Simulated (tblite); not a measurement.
Species: C5H10P (charge -1).
Z-matrix (Å and degrees, GFN2-xTB geometry), rows numbered from 1:
```
C 
C   1  1.3447
P   2  1.7584  1  133.07
C   3  1.8778  2  101.04  1     0.99
C   4  1.5268  3  114.61  2    77.85
C   5  1.5209  4  111.32  3    65.48
H   1  1.0838  2  120.80  3   178.76
H   1  1.0776  2  123.37  3    -0.24
H   2  1.0904  1  117.37  3  -179.33
H   4  1.0966  3  106.35  2  -161.03
H   4  1.0949  3  108.37  2   -45.75
H   5  1.1001  4  109.79  3  -172.55
H   5  1.0918  4  108.58  3   -54.55
H   6  1.0912  5  111.58  4  -173.02
H   6  1.0882  5  108.07  4   -52.75
H   6  1.0902  5  110.64  4    65.72
```

All values are computed: GFN2-xTB (tblite) harmonic vibrations without scaling, gas phase. Errors from tens to a few hundred cm⁻¹ against measured bands are possible. One conformer, not necessarily the lowest.

Harmonic wavenumbers (cm⁻¹): 70.4, 112.5, 162.7, 210.1, 223.8, 303.8, 389.2, 440.6, 521.8, 641.9, 675.9, 758.4, 792.8, 843.8, 930.2, 956.3, 1014.4, 1040.3, 1051.5, 1107.4, 1203.1, 1241.8, 1279.8, 1286.4, 1338.1, 1391.1, 1410.5, 1472.0, 1490.8, 1498.0, 1507.8, 1579.1, 2855.6, 2896.2, 2915.9, 2938.9, 2971.6, 2980.8, 2996.5, 2998.0, 3020.8, 3085.0.

A = 4383, B = 1806, C = 1522 MHz; mass 101.052 u (most abundant isotopes); point group C1, symmetry number 1.

**Question.** Zero-point energy?

**Answer.** Half the sum of the wavenumbers: 29303 cm⁻¹ = 83.78 kcal/mol.

**Question.** Entropy at 500 K, 1 bar (ideal gas, RRHO, classical rotation)?

**Answer.** Translation 42.34, rotation 29.22, vibration 35.14: S = 106.7 cal/(mol K).

**Question.** And Cp and H(500 K) − H(0)?

**Answer.** Cp = 45.35 cal/(mol K), of which vibrations give 37.40 (their classical limit is 42 R = 83.5); H(500 K) − H(0) = 13.36 kcal/mol without the zero-point energy, 9.39 from vibrations.

**Question.** What must be added to the electronic energy to get the Gibbs energy at 500 K and 1 bar?

**Answer.** ZPE + [H(500 K) − H(0)] − T·S = 83.78 + 13.36 − 53.35 = 43.79 kcal/mol.

**Question.** Which modes carry the vibrational entropy at 500 K?

**Answer.** 70.4 cm⁻¹: 5.16; 112.5 cm⁻¹: 4.24; 162.7 cm⁻¹: 3.51; 210.1 cm⁻¹: 3.02; 223.8 cm⁻¹: 2.90; 303.8 cm⁻¹: 2.32 cal/(mol K); the other 36 give 14.00 together.

Hindered rotation and anharmonicity are outside this model. Other conformers, if any are populated, would add a mixing term that is left out. The structure is chiral; the term R ln 2 for an equal mix with its mirror image is left out.
